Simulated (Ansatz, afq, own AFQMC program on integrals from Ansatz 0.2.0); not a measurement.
AFQMC on a folder of integrals that Ansatz 0.2.0 wrote.

```yaml
crystal:
  periodic: [false, false, false]
  atoms:
    - {symbol: B, position_ang: [0.000000, -0.104832, 0.802428]}
    - {symbol: C, position_ang: [0.000000, -0.044574, -0.723222]}
    - {symbol: H, position_ang: [0.000000, 0.894880, 1.472485]}
    - {symbol: H, position_ang: [0.000000, 0.760676, -1.461216]}
basis:
  gaussian: {orbitals: cc-pVDZ}
magnetization: {spin_polarized: true, initial_magnetization: 3}
correlation: {method: ccsd_t, electrons: outside_noble_gas, hamiltonian_folder: ham}
```

```sh
$ ansatz run in.yaml --threads 1 --pin off --events-out ev --progress --plain --max-ram 1382MiB
```

Options of the walk:

```
--method phaseless --trial cisd --walkers 60 --populations 1 --least-time 40 --time-step 0.005 --steps-per-block 50 --equilibration-blocks 28 --max-blocks 300 --target-error 0.00036 --factor-cut 1e-05 --start spin_pure --seed 2596 --release-times 0.24,0.51,0.99,1.62,2.4 --release-step 0.03 --release-every 4 --taylor-order 6
```

Times are imaginary, in 1/Eh. The walk had a cap of 1002 s.

Log:

```
orbitals 36  electrons 6 3  factors 278 of 352
reference energy -63.55679531 Eh
CCSD correlation -0.17249468 Eh in 11 cycles, weight of the determinant in the CISD state 0.9150
energy of the start -63.729123 Eh
 block  time / (1/Eh)  mean weight  energy / Eh
     1     0.250  1.0001  -63.727839
     2     0.500  0.9991  -63.728858
     3     0.750  1.0002  -63.730264
     4     1.000  1.0007  -63.732338
     5     1.250  1.0001  -63.731101
     8     2.000  1.0004  -63.734584
    13     3.250  1.0022  -63.731693
    25     6.250  1.0006  -63.733734
    37     9.250  1.0008  -63.732767
    49    12.250  0.9994  -63.733803
    61    15.250  1.0009  -63.732346
    73    18.250  1.0007  -63.732961
    85    21.250  0.9994  -63.735743
    93    23.250  1.0021  -63.741156
    97    24.250  1.0015  -63.736553
   109    27.250  0.9992  -63.733203
   121    30.250  1.0015  -63.737229
   133    33.250  1.0005  -63.730359
   145    36.250  0.9998  -63.734808
   157    39.250  0.9993  -63.733783
   169    42.250  0.9999  -63.733526
   181    45.250  0.9994  -63.732294
   185    46.250  1.0004  -63.734108
blocks merged  error / Eh  count
     1  0.000155  160
     2  0.000197  80
     4  0.000221  40
     8  0.000253  20
    16  0.000220  10
released: time / (1/Eh)  energy / Eh  error  mean overlap
  0.24  -63.734107  0.000241  0.9998
  0.51  -63.734219  0.000279  1.0077
  0.99  -63.734300  0.000200  1.0189
  1.62  -63.734292  0.000328  1.0165
  2.40  -63.734623  0.000249  0.9927
energy -63.733895 +/- 0.000253 Eh
(rows thinned)
```

The run passed its tests (sampling time, drift between the halves within three errors, error under three times the target), which doesn't prove that it has relaxed.

Against this walk (error 6.9 meV) on the same determinant: CCSD(T) 16.1 meV higher, CCSDT(Q) 13.9 meV lower. The error is statistical and leaves out the bias of the constraint. Released to 2.40 1/Eh the energy lies 20 ± 10 meV (both errors) below the phaseless value, which shows part or all of the bias of the constraint, and CCSDT(Q) lies 5.9 meV above the released value.

Cautions: constraint bias not in the error; another spin lies lower.

The walk took 8.2 min on 1 thread of AMD EPYC (Zen 3), on a shared host. The log's last line is the phaseless energy.

CCSDT and higher add their correlation energy to the determinant of the CCSD(T) run, since their own runs factorise the integrals more tightly (a shift of under 2 meV). A walk keeps the symmetry of its determinant, which the program's search chose and which needn't be the lowest solution, so a lower state of the same spin and another symmetry isn't excluded.
